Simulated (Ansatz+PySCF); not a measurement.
doublet C₂H₇O: levels of theory in one basis

```xyz
10

C     1.4583   -0.4464    0.0255
C     0.4694    0.6974   -0.0275
O    -1.8530   -0.3147   -0.0530
H     1.3018   -1.0611    0.9107
H     1.3666   -1.0862   -0.8511
H     2.4822   -0.0669    0.0571
H     0.4711    1.3254    0.8610
H     0.5335    1.3035   -0.9286
H    -0.6302    0.2078   -0.0785
H    -2.2672    0.3883    0.4657
```

Basis set: cc-pVTZ (spherical functions). Frozen core: 3 orbitals. Correlation on ROHF uses semicanonical orbitals with singles. Charge 0, multiplicity 2.

Computed with Ansatz (development build ahead of 0.2.0); each method stands on the lowest determinant of its kind that the runs found.

```csv
method,E − E(ROHF) (eV),<S²> of the determinant
ROHF,0.00,0.75
UHF,-0.30,0.78
ROHF-MP2,-16.55,–
UHF-MP2,-16.54,0.78
```

Is a single determinant a sound starting point here?

By this sign, yes. Unrestricted orbitals gain 0.30 eV and <S²> is 0.78 against 0.75 for a pure state.
